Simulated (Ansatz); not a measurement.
A made-up structure of CH7AlN (charge +1), singlet:

N1  (-0.290, -0.582, 0.030)
C2  (-0.848, 0.555, -0.791)
Al3  (1.416, -0.176, 1.030)
H4  (-1.741, 0.292, -1.299)
H5  (-0.154, 0.881, -1.523)
H6  (-1.065, 1.399, -0.188)
H7  (-0.159, -1.364, -0.611)
H8  (-1.031, -0.865, 0.671)
H9  (2.014, -1.340, 1.888)
H10  (1.887, 1.309, 0.770)
(Å)

It is relaxed with PBE-D4/def2-SVP and then PBE0-D4/def2-TZVP (Ansatz 0.2.0). Atoms count as bonded within 1.22 times the sum of their covalent radii (H–H: 0.88 Å). The end point is not checked to be a true minimum.

(1) Does its bonding change? (A judgement: the text doesn't fix the answer.)

Results:

(1) Computed: No: no bond forms or breaks.

Where it ends: The first stage lowers the energy by 0.20 eV in 5 steps. It ends as CH₇AlN ([CH3][NH2][AlH2]), total charge +1:
N1  (-0.262, -0.547, 0.035)
C2  (-0.834, 0.564, -0.785)
Al3  (1.408, -0.135, 1.009)
H4  (-1.747, 0.237, -1.279)
H5  (-0.103, 0.869, -1.532)
H6  (-1.051, 1.411, -0.137)
H7  (-0.110, -1.361, -0.565)
H8  (-0.968, -0.870, 0.700)
H9  (1.862, -1.396, 1.808)
H10  (1.834, 1.338, 0.724)
(Å)

Labels in which every atom is bracketed show which atoms are joined, not bond orders.

For scale, one of the runs: PBE0-D4/def2-TZVP relaxation, 141 basis functions, launched by `ansatz run in.yaml --threads 2 --pin off --events-out ev --progress --plain --max-ram 4352MiB`. The run took about 12 s on 2 CPU threads of an Intel Xeon Platinum 8488C (shared host).
